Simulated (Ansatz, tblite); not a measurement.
# The cluster Li3H3+: rung by rung

How do method and basis change the picture of the cluster Li3H3+ (doublet)?

The runs use Ansatz 0.2.0, Gaussian basis; as each input shows.

The runs, in order: GFN1-xTB, GFN2-xTB, PBE-D4/def2-TZVP, r2SCAN-D4/def2-TZVP, BLYP-D4/def2-TZVP, BHLYP-D4/def2-TZVP, LC-ωPBE/def2-TZVP, PBE-QIDH/def2-TZVP, HF/def2-TZVP, r2SCANh-D4/def2-TZVP, ωB97X-V/def2-TZVP, PBE-D4/def2-SVP, PBE0-D4/def2-SVP, HF/STO-3G, HF/6-31G, B3LYP-D4/6-31G, CCSD(T)/def2-TZVPP, MP2/def2-TZVP, RPA/def2-TZVP.

**1. The geometry**

The geometry is that of the doublet, from an earlier relaxation (PBE0-D4/def2-TZVP). At that level it is the lowest of the isomers that a small search found.

6 atoms, charge 1, spin multiplicity 2.

Bond lengths: Li1–H5 1.670 Å, Li2–H5 1.614 Å. Angles: Li1–H5–Li2 175.7°.

As a file:

```
Li    0.3042    0.3134   -0.0358
Li   -0.2343   -0.5424    3.0860
Li    1.8808    2.1457   -2.3571
H    -0.8482   -0.7210   -1.4335
H    -0.0112   -0.1628    1.5330
H    -1.0914   -1.0329   -0.7926
```

The ion is computed in the gas phase, without counter-ions or solvent.

PBE0-D4/def2-TZVP was run before; its log isn't repeated, and its numbers join the tables.

**2. GFN1-xTB**

Tight binding, by tblite at 300 K electronic temperature and without a spin-polarisation term:

```python
tblite.interface.Calculator('GFN1-xTB', numbers, positions, charge=1, uhf=1).singlepoint()
```

Energy -61.4699 eV; 0.002 s.

**3. GFN2-xTB**

Tight binding, by tblite at 300 K electronic temperature and without a spin-polarisation term:

```python
tblite.interface.Calculator('GFN2-xTB', numbers, positions, charge=1, uhf=1).singlepoint()
```

Energy -52.7449 eV; 0.002 s.

**4. PBE-D4/def2-TZVP**

start.molden holds the orbitals of an earlier run on this state, given as this run's starting guess.

Input file in.yaml:

```yaml
crystal:
  periodic: [false, false, false]
  atoms:
    - {symbol: Li, position_ang: [0.304222, 0.313426, -0.035803]}
    - {symbol: Li, position_ang: [-0.234285, -0.542419, 3.086014]}
    - {symbol: Li, position_ang: [1.880840, 2.145662, -2.357147]}
    - {symbol: H, position_ang: [-0.848156, -0.721006, -1.433547]}
    - {symbol: H, position_ang: [-0.011219, -0.162800, 1.533044]}
    - {symbol: H, position_ang: [-1.091402, -1.032851, -0.792552]}
basis:
  gaussian: {orbitals: def2-TZVP, initial_orbitals: start.molden}
total_charge: 1
magnetization: {spin_polarized: true, initial_magnetization: 1}
hamiltonian: {xc: pbe, dispersion: d4}
scf: {omitted_lower_state_checks: [starts]}
output: {orbitals: {seedname: orbitals}}
```

The run is started by

```sh
> ansatz run in.yaml --threads 4 --pin off --events-out ev --progress --plain --max-ram 3916MiB
```

The runs that follow: r2SCAN-D4/def2-TZVP; BLYP-D4/def2-TZVP; BHLYP-D4/def2-TZVP; LC-ωPBE/def2-TZVP; PBE-QIDH/def2-TZVP; HF/def2-TZVP; r2SCANh-D4/def2-TZVP; ωB97X-V/def2-TZVP; PBE-D4/def2-SVP; PBE0-D4/def2-SVP; HF/STO-3G; HF/6-31G; B3LYP-D4/6-31G; CCSD(T)/def2-TZVPP; MP2/def2-TZVP; RPA/def2-TZVP.

Before running them: what should the planned runs give, taken together? Wanted: gap in def2-TZVP, named functionals and Hartree-Fock, smallest and largest; correlation energy, CCSD(T)/def2-TZVPP; correlation energy, MP2/def2-TZVP; ⟨S²⟩ in def2-TZVP, named functionals and Hartree-Fock, smallest and largest; PBE0 total energy, smallest basis above largest.

**Answer**, as computed:

```
                                                                   quantity                            value
 gap in def2-TZVP, named functionals and Hartree-Fock, smallest and largest  1.42 eV (BLYP-D4), 6.65 eV (HF)
                                     correlation energy, CCSD(T)/def2-TZVPP                         -4.98 eV
                                          correlation energy, MP2/def2-TZVP                         -3.87 eV
⟨S²⟩ in def2-TZVP, named functionals and Hartree-Fock, smallest and largest                     0.750, 0.750
                            PBE0 total energy, smallest basis above largest    0.53 eV (def2-SVP, def2-TZVP)
```

**Reading.** Over the named functionals and Hartree-Fock in def2-TZVP the gap runs from 1.42 eV (BLYP-D4) to 6.65 eV (HF); exact exchange widens it.
